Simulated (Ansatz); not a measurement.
Two shapes of doublet C₂H₅.

Shape 1:

```xyz
7

C     0.0355   -0.0153   -0.7069
C    -0.0163    0.0051    0.7894
H     0.9405   -0.0341    1.3640
H    -0.9763    0.0036    1.3795
H     0.0082    1.0112   -1.0730
H     0.8502   -0.4669   -1.1516
H    -0.9280   -0.4725   -1.0899
```

Shape 2:

```xyz
7

C     0.0000    0.0145   -0.6350
C     0.0000   -0.0388    0.7272
H     0.8590    0.0136    1.2473
H    -0.8590    0.0136    1.2473
H     0.0000    0.9753   -0.9807
H     0.8201   -0.4285   -1.0335
H    -0.8201   -0.4285   -1.0335
```

Basis set: cc-pVTZ (spherical functions). Correlated methods keep 2 orbitals frozen. Charge 0, multiplicity 2.

Computed with Ansatz (development build ahead of 0.2.0); each method stands on the lowest determinant of its kind that the runs found.

Problem. Which shape is lower in energy, and by how much in each method?

Solution.

```tsv
method	E(2) − E(1) (eV)
UHF	0.632
UHF-MP2	0.652
```

Shape 1 is lower.
